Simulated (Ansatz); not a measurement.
C3H3FS can be A, `F/C=C1\CS1`, or B, `FCC=C=S`.

Program: Ansatz. Geometries: PBE0-D4/def2-TZVP. ΔE: electronic, gas phase. CCSD(T)/CBS is the MP2 limit (def2-TZVPP, def2-QZVPP) plus CCSD(T) − MP2 in def2-TZVPP, frozen cores. Functionals use def2-TZVPP. B3LYP here is the variant with VWN-RPA as its local correlation; programs differ in this. Each species was taken in one conformer, which may not be the lowest.

A:

Z-matrix (Å, degrees):
```
C
S 1 1.832
C 1 1.449 2 62.1
H 1 1.085 2 115.3 3 110.5
H 1 1.085 2 115.3 3 -110.5
C 3 1.313 1 146.4 2 180.0
F 6 1.341 3 121.0 1 0.0
H 6 1.082 3 125.5 1 180.0
```

B:

```xyz
8

F     1.460   -1.359    0.038
C     0.191   -0.913   -0.298
C    -0.207    0.242    0.557
C    -0.308    1.457    0.086
S    -0.441    2.886   -0.494
H    -0.492   -1.754   -0.148
H     0.199   -0.635   -1.353
H    -0.401    0.076    1.613
```

**Question.** Which isomer does CCSD(T)/CBS put lower? Give the gap. (Estimate.)

**Answer.** The calculation gave: B, by 32.5 kJ/mol.

**Question.** Give E(B) − E(A) in kJ/mol with B3LYP-D4, HF/def2-TZVPP, BLYP-D4, LDA (SPW92), B2PLYP, B3LYP, PBE-D4. (Best estimate.)

**Answer.** Computed: B3LYP-D4 -41.6, HF/def2-TZVPP -44.9, BLYP-D4 -48.4, LDA (SPW92) -14.5, B2PLYP -42.9, B3LYP -43.8, PBE-D4 -26.5. None reverses the order clearly.

**Question.** Does the order hold for the free energy at 298.15 K (harmonic terms from PBE0-D4)? (An estimate is asked.)

**Answer.** The calculation gave: Yes: G(B) − G(A) = -35.7 kJ/mol, for one conformer each.

Largest T1 diagnostic: 0.015.

From PBE to PBE0 (25 % exact exchange), in def2-TZVPP and without D4, E(B) − E(A) moves by +6.5 kJ/mol. Leaving LDA and LC-ωPBE aside and taking each functional with its dispersion term where it has one, the values spread over 28.0 kJ/mol, from BLYP-D4 to PBE0-D4. LDA lies +13.3 kJ/mol from PBE without D4.
